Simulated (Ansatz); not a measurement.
Compare A (`OC1=CC1`) with its isomer B (`CC=C=O`).

Gas-phase electronic energies from Ansatz, PBE0-D4/def2-TZVP geometries. CCSD(T)/CBS is the MP2 limit (def2-TZVPP, def2-QZVPP) plus CCSD(T) − MP2 in def2-TZVPP, frozen cores. DFT in def2-TZVPP. B3LYP here is the variant with VWN-RPA as its local correlation; programs differ in this. One conformer a species, not always the lowest.

(1) Which is lower in electronic energy at CCSD(T)/CBS, and by how much? (Best estimate.)

(2) Give E(B) − E(A) in kJ/mol with BLYP-D4, CCSD(T)/def2-TZVPP, B3LYP, B2PLYP, PBE-D4, r2SCAN-D4, LDA (SPW92). (An estimate is asked.)

(3) Does the order hold for the free energy at 298.15 K (harmonic terms from PBE0-D4)? (An estimate is asked.)

Largest T1 diagnostic: 0.015.

## Answers

(1) Ansatz gave: B, by 175.5 kJ/mol.

(2) Computed: BLYP-D4 -197.6, CCSD(T)/def2-TZVPP -180.7, B3LYP -191.6, B2PLYP -190.2, PBE-D4 -176.6, r2SCAN-D4 -185.0, LDA (SPW92) -156.4. None reverses the order clearly.

(3) Computed: Yes: G(B) − G(A) = -179.0 kJ/mol, for one conformer each.

From r2SCAN to r2SCAN0 (25 % exact exchange), in def2-TZVPP and without D4, E(B) − E(A) moves by +8.3 kJ/mol. At CCSD(T), def2-SVP lies −10.6 kJ/mol from the extrapolated value and def2-TZVPP −5.2 kJ/mol.
